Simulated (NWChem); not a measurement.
**doublet C2H2S+: levels of theory compared**

Aim: a comparison of 3 runs (UHF/def2-SVPD, UMP2/def2-SVPD, UCCSD/def2-SVPD) of doublet C2H2S+. 

Program for the calculation: NWChem 7.3.0.

## Step 1: The molecule

C2H2S+: 5 atoms, total charge +1, spin state doublet. SMILES of the parent species: `C#CS`. Geometry: relaxed at PBE0-D4/def2-TZVP. That shape belongs to the parent species and isn't relaxed for this state.

Bond lengths: C1–C2 1.204 Å, C2–S3 1.679 Å, C1–H4 1.064 Å, S3–H5 1.346 Å. Angles: C1–C2–S3 175.2°, C2–C1–H4 179.3°, C2–S3–H5 96.7°.

## Step 2: A single-point energy at UHF/def2-SVPD (run 1)

m1.xyz

```xyz
5

C     -1.196800    -0.342000     0.001900
C      0.000700    -0.223700     0.026100
S      1.678900    -0.197600     0.083400
H     -2.256800    -0.433400    -0.021800
H      1.823900     1.123100    -0.131000
```

run.py

```python
from ase.io import read
from ase.calculators.nwchem import NWChem

mol = read('m1.xyz')

calc = NWChem(
    label='m1',
    theory='scf',
    memory='2200 mb',
    basis='def2-SVPD',
    basispar='spherical bse',
    charge=1,
    scf={'nopen': '1', 'uhf': None, 'thresh': '1e-08', 'maxiter': '80'},
    task='energy',
)
mol.calc = calc

print(f"energy = {mol.get_potential_energy():.6f} eV")
```

The run is started by

```sh
export ASE_NWCHEM_COMMAND="nwchem PREFIX.nwi > PREFIX.nwo"
python run.py
```

Output:

```text
energy = -12894.448730 eV
```

The calculator wrote m1.nwi:

```
title "m1"

permanent_dir m1

scratch_dir m1

start m1

geometry units angstrom nocenter noautosym noautoz
  C  -1.1968000000000001e+00 -3.4200000000000003e-01 1.9000000000000000e-03
  C  6.9999999999999999e-04 -2.2370000000000001e-01 2.6100000000000002e-02
  S  1.6789000000000001e+00 -1.9760000000000000e-01 8.3400000000000002e-02
  H  -2.2568000000000001e+00 -4.3340000000000001e-01 -2.1800000000000000e-02
  H  1.8239000000000001e+00 1.1231000000000000e+00 -1.3100000000000001e-01
end

charge 1

memory 2200 mb

basis spherical bse noprint
   * library def2-SVPD
end

scf
  nopen 1
  uhf
  thresh 1e-08
  maxiter 80
end

task scf energy
```

m1.nwo:

```text
Northwest Computational Chemistry Package (NWChem) 7.3.0
             --------------------------------------------------------

           Job information
           ---------------

    nwchem branch   = 7.3.0
    use scalapack   = T
    input           = m1.nwi
    prefix          = m1.
    data base       = m1/m1.db
    status          = startup
    nproc           =        1

           Memory information
           ------------------

    heap     =     72089596 doubles =      550.0 Mbytes
    stack    =     72089601 doubles =      550.0 Mbytes
    global   =    144179200 doubles =     1100.0 Mbytes (distinct from heap & stack)
    total    =    288358397 doubles =     2200.0 Mbytes
    verify   = yes
    hardfail = no

[... 37 lines left out ...]
            Nuclear Dipole moment (a.u.)
[... 78 lines left out ...]
 1-e energy   =    -780.244789
[... 7 lines left out ...]
         Quadratically convergent UHF
[... 16 lines left out ...]
       Final UHF  results
[... 3 lines left out ...]
      One electron energy =   -800.248766521881
[... 1 line left out ...]
 Nuclear repulsion energy =     78.999387298033
[... 37 lines left out ...]
          Final beta eigenvalues
[... 357 lines left out ...]
                     UHF Final Beta Molecular Orbital Analysis
[... 368 lines left out ...]
    Atom       Charge   Shell Charges
 -----------   ------   -------------------------------------------------------
    1 C    6     1.22  -0.00  0.05  0.17  0.00  0.52  0.41 -0.00  0.07
    2 C    6    -0.94  -0.00 -0.05 -0.13  0.00 -0.26 -0.46  0.02 -0.07
    3 S   16     0.86   0.00  0.00  0.02  0.08 -0.01  0.01  0.34  0.45  0.00 -0.01 -0.02
    4 H    1    -0.05  -0.04 -0.04  0.00  0.03
    5 H    1    -0.08  -0.04 -0.03  0.00 -0.02

       Multipole analysis of the density wrt the origin
       ------------------------------------------------

     L   x y z        total         alpha         beta         nuclear
     -   - - -        -----         -----         ----         -------
     0   0 0 0      1.000000    -15.000000    -14.000000     30.000000

     1   1 0 0      0.980440    -17.869418    -17.532848     36.382705
[... 8 lines of this table left out ...]
     2   0 0 2    -16.973044     -9.897988     -7.550129      0.475073

 Task  times  cpu:       31.6s     wall:       31.6s
 Total times  cpu:       31.7s     wall:       31.7s
```

It took 33 s on 1 thread of Intel Xeon Platinum 8259CL at 2.50GHz (Skylake/Cascade Lake), shared host; peak memory 0.098 GiB.

## Step 3: A single-point energy at UMP2/def2-SVPD (run 2)

run.py

```python
from ase import Atoms
from ase.calculators.nwchem import NWChem

system = Atoms(['C', 'C', 'S', 'H', 'H'], positions=[
    [-1.196800, -0.342000, 0.001900],
    [0.000700, -0.223700, 0.026100],
    [1.678900, -0.197600, 0.083400],
    [-2.256800, -0.433400, -0.021800],
    [1.823900, 1.123100, -0.131000],
])

calc = NWChem(
    label='sp',
    theory='mp2',
    memory='2200 mb',
    basis='def2-SVPD',
    basispar='spherical bse',
    charge=1,
    scf={'nopen': '1', 'uhf': None, 'thresh': '1e-08', 'maxiter': '80'},
    mp2={'freeze': 'core 7', 'tight': None},
    task='energy',
)
system.calc = calc

e = system.get_potential_energy()
print(f"E = {e:.6f} eV")
```

The run is started by

```sh
export ASE_NWCHEM_COMMAND="nwchem PREFIX.nwi > PREFIX.nwo"
python run.py
```

Output:

```text
E = -12904.187811 eV
```

The calculator wrote sp.nwi:

```
title "sp"

permanent_dir sp

scratch_dir sp

start sp

geometry units angstrom nocenter noautosym noautoz
  C  -1.1968000000000001e+00 -3.4200000000000003e-01 1.9000000000000000e-03
  C  6.9999999999999999e-04 -2.2370000000000001e-01 2.6100000000000002e-02
  S  1.6789000000000001e+00 -1.9760000000000000e-01 8.3400000000000002e-02
  H  -2.2568000000000001e+00 -4.3340000000000001e-01 -2.1800000000000000e-02
  H  1.8239000000000001e+00 1.1231000000000000e+00 -1.3100000000000001e-01
end

charge 1

memory 2200 mb

basis spherical bse noprint
   * library def2-SVPD
end

scf
  nopen 1
  uhf
  thresh 1e-08
  maxiter 80
end
mp2
  freeze core 7
  tight
end

task mp2 energy
```

sp.nwo:

```text
Northwest Computational Chemistry Package (NWChem) 7.3.0
             --------------------------------------------------------

           Job information
           ---------------

    nwchem branch   = 7.3.0
    use scalapack   = T
    input           = sp.nwi
    prefix          = sp.
    data base       = sp/sp.db
    status          = startup
    nproc           =        1

           Memory information
           ------------------

    heap     =     72089596 doubles =      550.0 Mbytes
    stack    =     72089601 doubles =      550.0 Mbytes
    global   =    144179200 doubles =     1100.0 Mbytes (distinct from heap & stack)
    total    =    288358397 doubles =     2200.0 Mbytes
    verify   = yes
    hardfail = no

[... 37 lines left out ...]
            Nuclear Dipole moment (a.u.)
[... 78 lines left out ...]
 1-e energy   =    -780.244789
[... 7 lines left out ...]
         Quadratically convergent UHF
[... 16 lines left out ...]
       Final UHF  results
[... 3 lines left out ...]
      One electron energy =   -800.248766521881
[... 1 line left out ...]
 Nuclear repulsion energy =     78.999387298033
[... 37 lines left out ...]
          Final beta eigenvalues
[... 357 lines left out ...]
                     UHF Final Beta Molecular Orbital Analysis
[... 433 lines left out ...]
          -------------------------------------------
          SCF energy                -473.862254516717
          Correlation energy          -0.357904641408
          Singlet pairs                0.000000000000
          Triplet pairs                0.000000000000
          Total MP2 energy          -474.220159158126
          -------------------------------------------

          ---------------------------------------------------
                    Spin Component Scaled (SCS) MP2
          Same spin pairs                     -0.090350334482
          Same spin scaling factor             0.333333333333
          Opposite spin pairs                 -0.267554306926
          Opposite spin scaling fact.          1.200000000000
          SCS-MP2 correlation energy          -0.351181946472
          Total SCS-MP2 energy              -474.213436463189
          ---------------------------------------------------

 -----------------------
 Task  times  cpu:       35.4s     wall:       35.4s
 Total times  cpu:       35.5s     wall:       35.5s
```

Wall time 37 s (1 thread of Intel Xeon Platinum 8259CL at 2.50GHz (Skylake/Cascade Lake), shared host); peak memory 0.17 GiB.

## Step 4: The energy at UCCSD/def2-SVPD (run 3)

c2h2s.nw

```
start c2h2s
title "C2H2S"
memory stack 330 mb heap 110 mb global 1760 mb
charge 1
geometry units angstroms noautosym nocenter noautoz
 C     -1.196800    -0.342000     0.001900
 C      0.000700    -0.223700     0.026100
 S      1.678900    -0.197600     0.083400
 H     -2.256800    -0.433400    -0.021800
 H      1.823900     1.123100    -0.131000
end
basis spherical bse
 * library def2-SVPD
end
scf
 doublet
 uhf
 thresh 1e-08
 maxiter 80
 print medium
end
tce
 scf
 ccsd
 freeze core 7
 maxiter 60
end
task tce energy
```

The run is started by

```sh
nwchem c2h2s.nw > c2h2s.out
```

Output:

```text
[...]
  functions       =    83
[...]
  wavefunction    = UHF
[...]
         Total SCF energy =   -473.862254516702
      One electron energy =   -800.248766522193
      Two electron energy =    247.387124707458
 Nuclear repulsion energy =     78.999387298033
                       Sz =      0.5000
                 Sz(Sz+1) =      0.7500
                      S^2 =      0.9060
[...]
         Wavefunction type : Unrestricted Hartree-Fock
          No. of electrons :    29
[...]
         Spin multiplicity : doublet
[...]
 CCSD total energy / hartree       =      -474.259457815290205
[...]
```

Wall time 80 s (1 thread of Intel Xeon Platinum 8259CL at 2.50GHz (Skylake/Cascade Lake), shared host); peak memory 1.2 GiB.

## Step 5: The series

```csv
run,level,module,frozen core orbitals,energy (Eh),HOMO energy (eV),LUMO energy (eV),⟨S²⟩,wall time
1,UHF/def2-SVPD,scf,–,-473.862255,-18.09,-7.45,0.906,33 s
2,UMP2/def2-SVPD,mp2,7,-474.220159,-18.09,-7.45,0.906,37 s
3,UCCSD/def2-SVPD,tce,7,-474.259458,-18.09,-7.45,0.906,80 s
```

## Step 6: Summary of results

```
                                                         quantity          value
                                              run 3: total energy  -474.25946 Eh
run 3: HOMO energy (Hartree–Fock orbitals) (highest over α and β)      -18.09 eV
 run 3: LUMO energy (Hartree–Fock orbitals) (lowest over α and β)       -7.45 eV
               run 3: correlation energy (7 core orbitals frozen)     -397.2 mEh
                         run 3: ⟨S²⟩ of the reference determinant          0.906
```

**Reading.** Below the UHF energy at the same shape and in the same basis (def2-SVPD): UMP2 -357.9 mEh; UCCSD -397.2 mEh. Spin contamination of the reference: run 1 ⟨S²⟩ = 0.91, run 2 ⟨S²⟩ = 0.91, run 3 ⟨S²⟩ = 0.91. All runs together took 2.5 min, the longest 80 s.
